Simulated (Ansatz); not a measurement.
# BF2 (SMILES F[B]F): UBLYP/cc-pVTZ

Aim: the vertical ionisation energy of BF2 at UBLYP/cc-pVTZ, from 2 runs. 

Program for the calculation: Ansatz 0.2.0.

39 further runs of the same task are left out: 39 set aside as unsound or not needed.

## (1) Starting point

BF2 has 3 atoms, charge 0, and is taken as a doublet. As SMILES, `F[B]F`. The coordinates come from a PBE0-D4/def2-TZVP relaxation.

Bond lengths: F1–B2 1.306 Å, B2–F3 1.306 Å. Angles: F1–B2–F3 121.1°.

## (2) A single-point energy at UBLYP/cc-pVTZ

Input file input.yaml:

```yaml
basis:
  gaussian: {orbitals: cc-pVTZ}
crystal:
  periodic: [false, false, false]
  atoms:
    - {symbol: F, position_ang: [0.513100, -1.044300, 0.160000]}
    - {symbol: B, position_ang: [0.279000, 0.240500, 0.181300]}
    - {symbol: F, position_ang: [-0.802900, 0.738900, -0.354600]}
magnetization: {spin_polarized: true, initial_magnetization: 1}
hamiltonian: {xc: {name: BLYP}}
accuracy: high
output: {orbitals: {seedname: orbitals}}
```

Launch:

```
$ ansatz run input.yaml --threads 1 --pin off --max-ram 3480MiB --events-out events.jsonl --progress --plain --runs-dir runs
```

Standard output:

```text
Warning: RAYON_NUM_THREADS=1 ignored (pool sized by the plan → 1); use --threads N
Functional definition: BLYP
  name "BLYP"
  parameter beta = 0.0042
  parameter a = 0.04918
  parameter b = 0.132
  parameter c = 0.2533
  parameter d = 0.349
  exchange = b88_x(beta = beta)
  correlation = lyp_c(a = a, b = b, c = c, d = d)
1422 factors; integrals over basis functions are off by at most 2.9e-9 eV
mean field evaluation 1: about -6110.5579 eV, gradient 3.0e1 eV
mean field evaluation 2: about -6103.5959 eV, gradient 5.9e1 eV
mean field evaluation 4: about -6112.7347 eV, gradient 5.5e-1 eV
mean field evaluation 8: about -6112.7346 eV, gradient 2.6e-2 eV
mean field evaluation 16: about -6112.7346 eV, gradient 4.4e-7 eV
mean field -6112.73461834 eV, -224.6388538636 hartree, gradient 7.9e-8 eV, S^2 0.751368; 0 other end points of the search recorded, 0 dependent functions left out
reference -6112.73465684 eV, -224.6388552785 hartree; 12, 11 occupied and 78, 79 virtual orbitals, 1422 factors
Total energy: -6112.73465684 eV, -224.6388552785 hartree
```

Wall time 3.6 s (1 thread of Arm Neoverse V2, shared host); peak memory 0.19 GiB.

## (3) The singlet cation, same level

Input file job.yaml:

```yaml
crystal:
  periodic: [false, false, false]
  atoms:
    - symbol: F
      position_ang: [0.513100, -1.044300, 0.160000]
    - symbol: B
      position_ang: [0.279000, 0.240500, 0.181300]
    - symbol: F
      position_ang: [-0.802900, 0.738900, -0.354600]
basis:
  gaussian: {orbitals: cc-pVTZ}
total_charge: 1
hamiltonian: {xc: {name: BLYP}}
accuracy: high
output: {orbitals: {seedname: orbitals}}
```

Launch:

```
$ ansatz run job.yaml --threads 1 --pin off --max-ram 3480MiB --events-out events.jsonl --progress --plain --runs-dir runs
```

Standard output, shortened:

```text
Warning: RAYON_NUM_THREADS=1 ignored (pool sized by the plan → 1); use --threads N
[... 9 set-up lines as earlier in the session ...]
1422 factors; integrals over basis functions are off by at most 2.9e-9 eV
mean field evaluation 1: about -6086.1369 eV, gradient 1.1e2 eV
mean field evaluation 2: about -5971.9398 eV, gradient 2.7e2 eV
mean field evaluation 4: about -6102.5138 eV, gradient 1.1e1 eV
mean field evaluation 8: about -6102.7098 eV, gradient 5.0e-1 eV
mean field evaluation 16: about -6102.7102 eV, gradient 3.5e-6 eV
mean field -6102.71017862 eV, -224.2704624989 hartree, gradient 1.7e-8 eV, S^2 0.000000; 0 other end points of the search recorded, 0 dependent functions left out
reference -6102.71021566 eV, -224.2704638599 hartree; 11, 11 occupied and 79, 79 virtual orbitals, 1422 factors
Total energy: -6102.71021566 eV, -224.2704638599 hartree
```

It took 2.5 s on 1 thread of Arm Neoverse V2, shared host; peak memory 0.16 GiB.

## (4) Summary of results

Level: UBLYP/cc-pVTZ.

| quantity | value |
| --- | --- |
| doublet BF2: total energy | -224.63886 Eh |
| doublet BF2: HOMO energy (highest over α and β) | -5.52 eV |
| doublet BF2: LUMO energy (lowest over α and β) | -3.29 eV |
| doublet BF2: ⟨S²⟩ | 0.751 |
| singlet cation: total energy | -224.27046 Eh |
| singlet cation: HOMO energy | -19.12 eV |
| singlet cation: LUMO energy | -14.24 eV |
| singlet cation: HOMO–LUMO gap | 4.87 eV |
| vertical ionisation energy (to the singlet cation) | 10.024 eV |

**Reading.** Removing an electron at fixed nuclei costs 10.02 eV (967 kJ/mol). Only the singlet of the ionised species was computed; a triplet could lie lower.
